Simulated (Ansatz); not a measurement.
# SiH2 (singlet): RKS PBE0, RPA-PBE over vertical spin and charge gaps and displaced geometries, cc-pVDZ

How well do these functionals follow the top wave-function level for SiH2 (singlet) over vertical spin and charge gaps and displaced geometries?

Method: cc-pVDZ, all electrons in the functionals, frozen cores in the correlation of double hybrids and RPA; program: Ansatz 0.2.0, Gaussian basis.

To be run: RKS PBE0, RPA-PBE, at charge 0, singlet; charge 0, triplet; charge 1, doublet; displaced geometry v1; displaced geometry v2 (not every functional at every point).

20 further runs of the same task are left out: 1 for a mislabelled method, 7 that didn't finish, 12 set aside as unsound or not needed.

## 1. The system

The geometry is a PBE0/def2-TZVP stationary point (not a proven minimum).

3 atoms, charge 0, spin multiplicity 1.

Atoms are counted from 1 here; the program's logs count them from 0.

Bond lengths: Si1–H2 1.526 Å, Si1–H3 1.526 Å. Angles: H2–Si1–H3 91.2°.

No dispersion term is added.

The geometry shown and the zero of energy belong to the point charge 0, singlet. The yardstick, FCI, and other wave-function levels (R restricted, U unrestricted, valence and pair active spaces) come from earlier runs.

## 2. RKS PBE0, charge 0, singlet

File in.yaml:

```yaml
crystal:
  periodic: [false, false, false]
  atoms:
    - {symbol: Si, position_ang: [0.000000, -0.071477, 0.000000]}
    - {symbol: H, position_ang: [0.000000, 0.995827, -1.090012]}
    - {symbol: H, position_ang: [0.000000, 0.995827, 1.090012]}
basis:
  gaussian: {orbitals: cc-pVDZ}
hamiltonian: {xc: {name: PBE0}}
```

Launch:

```console
ansatz run in.yaml --threads 1 --pin off --events-out ev --progress --plain --max-ram 2393MiB
```

Output:

```text
Functional definition: PBE0
  name "PBE0"
  cite "Adamo & Barone, J. Chem. Phys. 110, 6158 (1999) doi:10.1063/1.478522"
  cite "Perdew, Burke & Ernzerhof, Phys. Rev. Lett. 77, 3865 (1996) doi:10.1103/PhysRevLett.77.3865"
  parent pbe
  parameter a = 0.25
  parameter kappa = 0.804
  parameter beta = 0.06672455060314922
  exchange = (1 - a)*pbe_x(kappa = kappa, mu = beta*pi^2/3) + a*exact_x
  correlation = pbe_c(beta = beta)
271 factors; integrals over basis functions are off by at most 1.3e-3 eV
mean field evaluation 1: about -7904.0684 eV, gradient 7.2e0 eV
mean field evaluation 2: about -7904.2595 eV, gradient 2.9e0 eV
mean field evaluation 4: about -7904.3009 eV, gradient 6.4e-2 eV
mean field evaluation 8: about -7904.2992 eV, gradient 5.5e-4 eV
mean field -7904.29919131 eV, -290.4776375541 hartree, gradient 2.9e-5 eV, S^2 0.000000; 0 other end points of the search recorded, 0 dependent functions left out
reference -7904.29921049 eV, -290.4776382591 hartree; 8, 8 occupied and 20, 20 virtual orbitals, 271 factors
Total energy: -7904.29921049 eV, -290.4776382591 hartree
```

It took 0.3 s on 1 thread of Arm Neoverse V1, shared host.

## 3. RKS PBE0, displaced geometry v1

File in.yaml:

```yaml
crystal:
  periodic: [false, false, false]
  atoms:
    - {symbol: Si, position_ang: [-0.001550, -0.072382, 0.002174]}
    - {symbol: H, position_ang: [-0.002383, 0.978779, -1.098991]}
    - {symbol: H, position_ang: [0.045581, 1.038089, 1.038420]}
basis:
  gaussian: {orbitals: cc-pVDZ}
hamiltonian: {xc: {name: PBE0}}
```

The command is unchanged.

Output:

```text
Functional definition: PBE0
  name "PBE0"
  cite "Adamo & Barone, J. Chem. Phys. 110, 6158 (1999) doi:10.1063/1.478522"
  cite "Perdew, Burke & Ernzerhof, Phys. Rev. Lett. 77, 3865 (1996) doi:10.1103/PhysRevLett.77.3865"
  parent pbe
  parameter a = 0.25
  parameter kappa = 0.804
  parameter beta = 0.06672455060314922
  exchange = (1 - a)*pbe_x(kappa = kappa, mu = beta*pi^2/3) + a*exact_x
  correlation = pbe_c(beta = beta)
271 factors; integrals over basis functions are off by at most 1.1e-3 eV
mean field evaluation 1: about -7904.0511 eV, gradient 7.4e0 eV
mean field evaluation 2: about -7904.2488 eV, gradient 3.1e0 eV
mean field evaluation 4: about -7904.2957 eV, gradient 6.7e-2 eV
mean field evaluation 8: about -7904.2941 eV, gradient 4.9e-4 eV
mean field -7904.29407219 eV, -290.4774494299 hartree, gradient 5.6e-5 eV, S^2 0.000000; 0 other end points of the search recorded, 0 dependent functions left out
reference -7904.29409135 eV, -290.4774501342 hartree; 8, 8 occupied and 20, 20 virtual orbitals, 271 factors
Total energy: -7904.29409135 eV, -290.4774501342 hartree
```

Run time: 0.3 s. Hardware: 1 thread of Arm Neoverse V1, shared host.

From charge 0, singlet: +0.005 eV.

## 4. RKS PBE0, displaced geometry v2

File in.yaml:

```yaml
crystal:
  periodic: [false, false, false]
  atoms:
    - {symbol: Si, position_ang: [0.008476, -0.070952, -0.000503]}
    - {symbol: H, position_ang: [-0.156398, 1.004726, -1.078921]}
    - {symbol: H, position_ang: [-0.079778, 0.972302, 1.092923]}
basis:
  gaussian: {orbitals: cc-pVDZ}
hamiltonian: {xc: {name: PBE0}}
```

Same command.

Output:

```text
Functional definition: PBE0
  name "PBE0"
  cite "Adamo & Barone, J. Chem. Phys. 110, 6158 (1999) doi:10.1063/1.478522"
  cite "Perdew, Burke & Ernzerhof, Phys. Rev. Lett. 77, 3865 (1996) doi:10.1103/PhysRevLett.77.3865"
  parent pbe
  parameter a = 0.25
  parameter kappa = 0.804
  parameter beta = 0.06672455060314922
  exchange = (1 - a)*pbe_x(kappa = kappa, mu = beta*pi^2/3) + a*exact_x
  correlation = pbe_c(beta = beta)
271 factors; integrals over basis functions are off by at most 1.1e-3 eV
mean field evaluation 1: about -7904.0646 eV, gradient 7.2e0 eV
mean field evaluation 2: about -7904.2564 eV, gradient 2.9e0 eV
mean field evaluation 4: about -7904.2980 eV, gradient 6.4e-2 eV
mean field evaluation 8: about -7904.2965 eV, gradient 8.0e-4 eV
mean field -7904.29649765 eV, -290.4775385641 hartree, gradient 2.2e-5 eV, S^2 0.000000; 0 other end points of the search recorded, 0 dependent functions left out
reference -7904.29651693 eV, -290.4775392726 hartree; 8, 8 occupied and 20, 20 virtual orbitals, 271 factors
Total energy: -7904.29651693 eV, -290.4775392726 hartree
```

Run time: 0.3 s. Hardware: 1 thread of Arm Neoverse V1, shared host.

From charge 0, singlet: +0.003 eV.

## 5. RPA-PBE, charge 0, singlet

File in.yaml:

```yaml
crystal:
  periodic: [false, false, false]
  atoms:
    - {symbol: Si, position_ang: [0.000000, -0.071477, 0.000000]}
    - {symbol: H, position_ang: [0.000000, 0.995827, -1.090012]}
    - {symbol: H, position_ang: [0.000000, 0.995827, 1.090012]}
basis:
  gaussian: {orbitals: cc-pVDZ}
magnetization: {spin_polarized: true, initial_magnetization: 0}
hamiltonian: {xc: {name: PBE}}
correlation: {method: rpa, electrons: outside_noble_gas}
```

The command is unchanged.

Output:

```text
Functional definition: PBE
  name "PBE"
  cite "Perdew, Burke & Ernzerhof, Phys. Rev. Lett. 77, 3865 (1996) doi:10.1103/PhysRevLett.77.3865"
  parent pbe
  parameter kappa = 0.804
  parameter beta = 0.06672455060314922
  exchange = pbe_x(kappa = kappa, mu = beta*pi^2/3)
  correlation = pbe_c(beta = beta)
271 factors; integrals over basis functions are off by at most 1.3e-3 eV
mean field evaluation 1: about -7902.9131 eV, gradient 7.7e0 eV
mean field evaluation 2: about -7902.9097 eV, gradient 7.7e0 eV
mean field evaluation 4: about -7903.4656 eV, gradient 1.1e0 eV
mean field evaluation 8: about -7903.4774 eV, gradient 1.3e-3 eV
mean field evaluation 16: about -7903.3847 eV, gradient 7.9e-1 eV
mean field evaluation 32: about -7901.9960 eV, gradient 1.3e-2 eV
mean field -7903.47743233 eV, -290.4474384687 hartree, gradient 2.8e-6 eV, S^2 0.000000; 3 other end points of the search recorded, 0 dependent functions left out
5 core orbitals not correlated: weight in the atoms' cores, before any rotation towards them, 1.000 or more for the frozen orbitals, at most 0.000 for the correlated occupied ones
reference -7891.55213384 eV, -290.0091918323 hartree; 3, 3 occupied and 20, 20 virtual orbitals, 271 factors
Total energy: -7896.95864924 eV, -290.2078776089 hartree
```

Wall time 1.1 s (1 thread of Arm Neoverse V1, shared host).

From the report: ⟨S²⟩ of the determinant 0.000 (pure singlet: 0.00).

## 6. RPA-PBE, charge 0, triplet

Edit in.yaml of step 5 so:

```diff
@@ -8,3 +8,3 @@
   gaussian: {orbitals: cc-pVDZ}
-magnetization: {spin_polarized: true, initial_magnetization: 0}
+magnetization: {spin_polarized: true, initial_magnetization: 2}
 hamiltonian: {xc: {name: PBE}}
```

The command is unchanged.

Output:

```text
Functional definition: PBE
  name "PBE"
  cite "Perdew, Burke & Ernzerhof, Phys. Rev. Lett. 77, 3865 (1996) doi:10.1103/PhysRevLett.77.3865"
  parent pbe
  parameter kappa = 0.804
  parameter beta = 0.06672455060314922
  exchange = pbe_x(kappa = kappa, mu = beta*pi^2/3)
  correlation = pbe_c(beta = beta)
271 factors; integrals over basis functions are off by at most 1.3e-3 eV
mean field evaluation 1: about -7901.6515 eV, gradient 8.8e0 eV
mean field evaluation 2: about -7901.6488 eV, gradient 8.8e0 eV
mean field evaluation 4: about -7902.3945 eV, gradient 1.6e0 eV
mean field evaluation 8: about -7902.4190 eV, gradient 7.2e-3 eV
mean field evaluation 16: about -7902.4190 eV, gradient 1.7e-6 eV
mean field -7902.41899705 eV, -290.4085416895 hartree, gradient 1.7e-6 eV, S^2 2.002524; 0 other end points of the search recorded, 0 dependent functions left out
5 core orbitals not correlated: weight in the atoms' cores, before any rotation towards them, 1.000 or more for the frozen orbitals, at most 0.000 for the correlated occupied ones
reference -7890.87413993 eV, -289.9842760158 hartree; 4, 2 occupied and 19, 21 virtual orbitals, 271 factors
Total energy: -7895.63687797 eV, -290.1593034107 hartree
```

Run time: 0.54 s. Hardware: 1 thread of Arm Neoverse V1, shared host.

From the report: ⟨S²⟩ of the determinant 2.003 (pure triplet: 2.00).

From charge 0, singlet: +1.322 eV.

## 7. RPA-PBE, charge 1, doublet

Edit in.yaml of step 6 so:

```diff
@@ -8,3 +8,4 @@
   gaussian: {orbitals: cc-pVDZ}
-magnetization: {spin_polarized: true, initial_magnetization: 2}
+total_charge: 1
+magnetization: {spin_polarized: true, initial_magnetization: 1}
 hamiltonian: {xc: {name: PBE}}
```

Launched as before.

Output:

```text
Functional definition: PBE
  name "PBE"
  cite "Perdew, Burke & Ernzerhof, Phys. Rev. Lett. 77, 3865 (1996) doi:10.1103/PhysRevLett.77.3865"
  parent pbe
  parameter kappa = 0.804
  parameter beta = 0.06672455060314922
  exchange = pbe_x(kappa = kappa, mu = beta*pi^2/3)
  correlation = pbe_c(beta = beta)
271 factors; integrals over basis functions are off by at most 1.3e-3 eV
mean field evaluation 1: about -7892.9008 eV, gradient 1.1e1 eV
mean field evaluation 2: about -7892.8961 eV, gradient 1.1e1 eV
mean field evaluation 4: about -7894.1180 eV, gradient 1.7e0 eV
mean field evaluation 8: about -7894.1443 eV, gradient 5.6e-3 eV
mean field evaluation 16: about -7884.3522 eV, gradient 9.0e0 eV
mean field -7894.14426557 eV, -290.1044509166 hartree, gradient 9.4e-7 eV, S^2 0.751761; 0 other end points of the search recorded, 0 dependent functions left out
5 core orbitals not correlated: weight in the atoms' cores, before any rotation towards them, 1.000 or more for the frozen orbitals, at most 0.000 for the correlated occupied ones
reference -7883.08354490 eV, -289.6979769290 hartree; 3, 2 occupied and 20, 21 virtual orbitals, 271 factors
Total energy: -7887.48599160 eV, -289.8597638613 hartree
```

It took 0.54 s on 1 thread of Arm Neoverse V1, shared host.

From the report: ⟨S²⟩ of the determinant 0.752 (pure doublet: 0.75).

From charge 0, singlet: +9.473 eV.

## 8. RPA-PBE, displaced geometry v1

File in.yaml:

```yaml
crystal:
  periodic: [false, false, false]
  atoms:
    - {symbol: Si, position_ang: [-0.001550, -0.072382, 0.002174]}
    - {symbol: H, position_ang: [-0.002383, 0.978779, -1.098991]}
    - {symbol: H, position_ang: [0.045581, 1.038089, 1.038420]}
basis:
  gaussian: {orbitals: cc-pVDZ}
magnetization: {spin_polarized: true, initial_magnetization: 0}
hamiltonian: {xc: {name: PBE}}
correlation: {method: rpa, electrons: outside_noble_gas}
```

Launched as before.

Output:

```text
Functional definition: PBE
  name "PBE"
  cite "Perdew, Burke & Ernzerhof, Phys. Rev. Lett. 77, 3865 (1996) doi:10.1103/PhysRevLett.77.3865"
  parent pbe
  parameter kappa = 0.804
  parameter beta = 0.06672455060314922
  exchange = pbe_x(kappa = kappa, mu = beta*pi^2/3)
  correlation = pbe_c(beta = beta)
271 factors; integrals over basis functions are off by at most 1.1e-3 eV
mean field evaluation 1: about -7902.8864 eV, gradient 7.9e0 eV
mean field evaluation 2: about -7902.8830 eV, gradient 7.9e0 eV
mean field evaluation 4: about -7903.4593 eV, gradient 1.1e0 eV
mean field evaluation 8: about -7903.4719 eV, gradient 1.5e-3 eV
mean field evaluation 16: about -7902.9275 eV, gradient 2.8e0 eV
mean field evaluation 32: about -7901.9374 eV, gradient 4.1e-3 eV
mean field -7903.47194580 eV, -290.4472368425 hartree, gradient 1.5e-6 eV, S^2 0.000000; 3 other end points of the search recorded, 0 dependent functions left out
5 core orbitals not correlated: weight in the atoms' cores, before any rotation towards them, 1.000 or more for the frozen orbitals, at most 0.000 for the correlated occupied ones
reference -7891.54355047 eV, -290.0088763994 hartree; 3, 3 occupied and 20, 20 virtual orbitals, 271 factors
Total energy: -7896.95063808 eV, -290.2075832041 hartree
```

Wall time 1.1 s (1 thread of Arm Neoverse V1, shared host).

From the report: ⟨S²⟩ of the determinant 0.000 (pure singlet: 0.00).

From charge 0, singlet: +0.008 eV.

## 9. RPA-PBE, displaced geometry v2

File in.yaml:

```yaml
crystal:
  periodic: [false, false, false]
  atoms:
    - {symbol: Si, position_ang: [0.008476, -0.070952, -0.000503]}
    - {symbol: H, position_ang: [-0.156398, 1.004726, -1.078921]}
    - {symbol: H, position_ang: [-0.079778, 0.972302, 1.092923]}
basis:
  gaussian: {orbitals: cc-pVDZ}
magnetization: {spin_polarized: true, initial_magnetization: 0}
hamiltonian: {xc: {name: PBE}}
correlation: {method: rpa, electrons: outside_noble_gas}
```

The command is unchanged.

Output:

```text
Functional definition: PBE
  name "PBE"
  cite "Perdew, Burke & Ernzerhof, Phys. Rev. Lett. 77, 3865 (1996) doi:10.1103/PhysRevLett.77.3865"
  parent pbe
  parameter kappa = 0.804
  parameter beta = 0.06672455060314922
  exchange = pbe_x(kappa = kappa, mu = beta*pi^2/3)
  correlation = pbe_c(beta = beta)
271 factors; integrals over basis functions are off by at most 1.1e-3 eV
mean field evaluation 1: about -7902.9063 eV, gradient 7.8e0 eV
mean field evaluation 2: about -7902.9032 eV, gradient 7.8e0 eV
mean field evaluation 4: about -7903.4621 eV, gradient 1.1e0 eV
mean field evaluation 8: about -7903.4738 eV, gradient 4.8e-3 eV
mean field evaluation 16: about -7901.7929 eV, gradient 3.9e0 eV
mean field evaluation 32: about -7901.9865 eV, gradient 4.6e-1 eV
mean field -7903.47382487 eV, -290.4473058970 hartree, gradient 3.5e-6 eV, S^2 0.000000; 3 other end points of the search recorded, 0 dependent functions left out
5 core orbitals not correlated: weight in the atoms' cores, before any rotation towards them, 1.000 or more for the frozen orbitals, at most 0.000 for the correlated occupied ones
reference -7891.55063882 eV, -290.0091368915 hartree; 3, 3 occupied and 20, 20 virtual orbitals, 271 factors
Total energy: -7896.95593167 eV, -290.2077777399 hartree
```

Run time: 1.1 s. Hardware: 1 thread of Arm Neoverse V1, shared host.

From the report: ⟨S²⟩ of the determinant 0.000 (pure singlet: 0.00).

From charge 0, singlet: +0.003 eV.

## 10. Against the wave-function levels

The yardstick is full CI for this spin, exact in this basis with these frozen cores. It comes from earlier runs at the same points. Energies in eV, counted from charge 0, singlet; blanks weren't run or aren't comparable.

| level | singlet to triplet | ionisation to the doublet cation | displacement v1 | displacement v2 |
| --- | --- | --- | --- | --- |
| FCI | 1.202 | 9.318 | 0.007 | 0.002 |
| RKS PBE0 |  |  | 0.005 | 0.003 |
| RPA-PBE | 1.322 | 9.473 | 0.008 | 0.003 |

Largest miss and mean time a point (FCI took 3.3 s a point; shared hosts):

| level | largest miss (eV) | where | time a point |
| --- | --- | --- | --- |
| RKS PBE0 | -0.002 | displacement v1 | 0.3 s |
| RPA-PBE | +0.155 | ionisation to the doublet cation | 0.87 s |

## 11. Summary of results

```
                             quantity                                         value
              singlet to triplet, FCI                                      1.202 eV
ionisation to the doublet cation, FCI                                      9.318 eV
                 displacement v1, FCI                                      0.007 eV
                 displacement v2, FCI                                      0.002 eV
               largest miss, RKS PBE0                   -0.002 eV (displacement v1)
                largest miss, RPA-PBE  +0.155 eV (ionisation to the doublet cation)
```

Misses are known at 4 of 4 points at best, and only functionals with that many are ranked. RPA-PBE strays by up to 0.155 eV, at ionisation to the doublet cation. Functionals and the yardstick converge differently with the basis, so part of each miss in cc-pVDZ is the basis.
